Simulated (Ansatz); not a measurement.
Gas-phase reaction in SMILES: SC (CH4S) → CS (CH4S) as doublet, charge +1 + e-

Quantity: adiabatic ionisation energy (0 K, with zero-point energies), in eV. Set-up: non-relativistic; LANL2DZ with its own core potentials from Na on; spin-orbit terms left out; 6-31G* and kin with 6d, 5d where marked; frozen cores in correlated levels; 6-311+G** with 5d, 6d on Na to Ar in Ansatz (a program for electronic structure); UHF or UKS for open shells. CBS(X,Y): correlation extrapolated as X^-3; Hartree-Fock from the larger set. [CCSD(T)-MP2]/basis is that difference in the basis named. Ab initio and DFT rows: single points at B3LYP-D3(BJ) geometries (Ansatz), with unscaled harmonic terms from B3LYP/6-31G* at its own minima.

Measured values: CCCBDB table in ASE; they hold spin-orbit and core effects. 

Value to compare with, the measured value: 9.44 eV.

| level | program | adiabatic ionisation energy (0 K, with zero-point energies) (eV) | error |
|---|---|---|---|
| MP2/STO-3G | Ansatz | 6.04 | -3.40 |
| MP2/3-21G | Ansatz | 9.05 | -0.39 |
| MP2/LANL2DZ | Ansatz | 8.99 | -0.45 |
| MP2/6-31G* | Ansatz | 8.96 | -0.48 |
| MP2/6-311+G** | Ansatz | 9.09 | -0.35 |
| RI-MP2/CBS(aug-cc-pV(T+d)Z,aug-cc-pV(Q+d)Z)+[CCSD(T)-MP2]/aug-cc-pV(T+d)Z | Ansatz | 9.48 | 0.04 |

Among the 5 habitual levels, MP2/STO-3G lies farthest from the measured value (-3.40 eV); 0 of 5 lie above it, and their mean absolute error is 1.01 eV, the median 0.45. One case shows no general order.

The sets are all those run for this method; runs whose electronic state is in doubt are left out.
